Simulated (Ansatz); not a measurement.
**AlF− (quartet): B2PLYP, RPA-PBE over vertical spin and charge gaps, aug-cc-pVDZ**

Aim: run AlF− (quartet) with these functionals over vertical spin and charge gaps, and hold them against the top wave-function level at the same points.

Computed with Ansatz 0.2.0, Gaussian basis. Level: aug-cc-pVDZ, all electrons in the functionals, frozen cores in the correlation of double hybrids and RPA.

To be run: B2PLYP, RPA-PBE, at charge -1, quartet; charge -1, doublet; charge -1, sextet; charge 0, triplet; charge 0, quintet.

24 further runs of the same task are left out: 9 for a known fault of the program, 5 that didn't finish, 10 set aside as unsound or not needed.

### 1 The system

The geometry is a PBE0/def2-TZVPD stationary point (not a proven minimum).

2 atoms, charge -1, spin multiplicity 4.

Atoms are counted from 1 here; the program's logs count them from 0.

Bond lengths: Al1–F2 1.719 Å.

No dispersion term is added.

The geometry shown and the zero of energy belong to the point charge -1, quartet. The yardstick, UCCSDT(Q), and other wave-function levels (R restricted, U unrestricted, valence and pair active spaces) come from earlier runs.

### 2 B2PLYP, charge -1, quartet

in.yaml reads:

```yaml
crystal:
  periodic: [false, false, false]
  atoms:
    - {symbol: Al, position_ang: [0.000000, 0.000000, 0.000000]}
    - {symbol: F, position_ang: [0.000000, 0.000000, 1.719000]}
basis:
  gaussian: {orbitals: aug-cc-pVDZ}
total_charge: -1
magnetization: {spin_polarized: true, initial_magnetization: 3}
hamiltonian: {xc: {name: B2PLYP}}
correlation: {electrons: outside_noble_gas}
```

Started as:

```
$ ansatz run in.yaml --threads 1 --pin off --events-out ev --progress --plain --max-ram 2393MiB
```

Further steps of the session: B2PLYP, charge -1, doublet; B2PLYP, charge -1, sextet; B2PLYP, charge 0, triplet; B2PLYP, charge 0, quintet; RPA-PBE, charge -1, quartet; RPA-PBE, charge -1, doublet; RPA-PBE, charge -1, sextet; RPA-PBE, charge 0, triplet; RPA-PBE, charge 0, quintet.

Before running them: what should the planned runs give, taken together? Wanted: quartet to doublet, UCCSDT(Q); quartet to sextet, UCCSDT(Q); removing an electron; largest miss, B2PLYP; largest miss, RPA-PBE (for each run or level that gives them).

The runs gave:

| quantity | value |
| --- | --- |
| quartet to doublet, UCCSDT(Q) | -55.8 kcal/mol |
| quartet to sextet, UCCSDT(Q) | 198.6 kcal/mol |
| removing an electron (triplet), UCCSDT(Q) | 16.0 kcal/mol |
| removing an electron (quintet), UCCSDT(Q) | 196.6 kcal/mol |
| largest miss, B2PLYP | +5.8 kcal/mol (quartet to sextet) |
| largest miss, RPA-PBE | -4.4 kcal/mol (quartet to sextet) |

What this shows: Of the functionals, RPA-PBE keep the smallest largest miss at the points compared (at most 4.4 kcal/mol) and B2PLYP strays most (5.8 kcal/mol, at quartet to sextet). Functionals and the yardstick converge differently with the basis, so part of each miss in aug-cc-pVDZ is the basis.
